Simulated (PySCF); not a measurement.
# Relaxation of singlet PO₂(OH)

Method: PBE0/[P def2-TZVP, O def2-TZVP, H def2-TZVP], no relativity, density fitting, PySCF. A (50,194) grid was used.

A hand-made trigonal planar (heavy-atom frame) start, of Cs symmetry, held to at least that symmetry:

```xyz
5
charge 0 multiplicity 1, angstrom
P     0.0379    0.0471    0.0000
O     1.6279    0.0471    0.0000
O    -0.7571    1.4241    0.0000
O    -0.8321   -1.4598    0.0000
H    -1.7775   -1.6265    0.0000
```

Optimiser trace:
| step | E − E(last) (kJ/mol) | largest gradient (Eh/bohr) |
| --- | --- | --- |
| 0 | 187.80 | 0.12428 |
| 1 | 32.80 | 0.04482 |
| 2 | 8.25 | 0.03445 |
| 3 | 1.89 | 0.00608 |
| 4 | 0.38 | 0.00936 |
| 5 | 0.10 | 0.00904 |
| 6 | 0.02 | 0.00216 |
| 7 | 0.00 | 0.00042 |
| 8 | 0.00 | 0.00012 |

It ends at Cs with O–H 0.967 Å, P–O 1.447 Å, P–O 1.454 Å, P–O 1.574 Å; H–O–P 111.3°, O–P–O 112.3°, O–P–O 113.9°, O–P–O 133.8° (after a last refinement on a finer grid). A frequency run shows a minimum.

The relaxation took about 40 core-seconds on a shared host.
